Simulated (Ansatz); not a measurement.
Ansatz (a quantum-chemistry and plane-wave program) input:

Ansatz 0.2 input:
```yaml
crystal:
  periodic: [false, false, false]
  atoms:
    - {symbol: C, position_ang: [0.13024566, 0.85108141, -0.45470947]}
    - {symbol: O, position_ang: [-0.00376065, -0.00303305, 0.86250643]}
    - {symbol: C, position_ang: [0.02493219, -0.64005001, -0.38613383]}
    - {symbol: H, position_ang: [-0.92028812, 1.20080584, -0.62002850]}
    - {symbol: H, position_ang: [-0.89689779, -1.18874982, -0.64519838]}
    - {symbol: H, position_ang: [0.91620393, -1.25398011, -0.58976473]}
basis:
  gaussian:
    orbitals: aug-cc-pVDZ
total_charge: -1
magnetization: {spin_polarized: false}
correlation: {method: ccsd_t, electrons: outside_noble_gas}
output: {forces: true}
```

Q: What final total energy does it print?

A: -152.76268 Eh (CCSD(T)/aug-cc-pVDZ). The basis has 96 functions. The run takes around 50 core-seconds (rough).

It need not be the lowest isomer of its formula. Whether it binds its extra electron was not tested at this geometry.
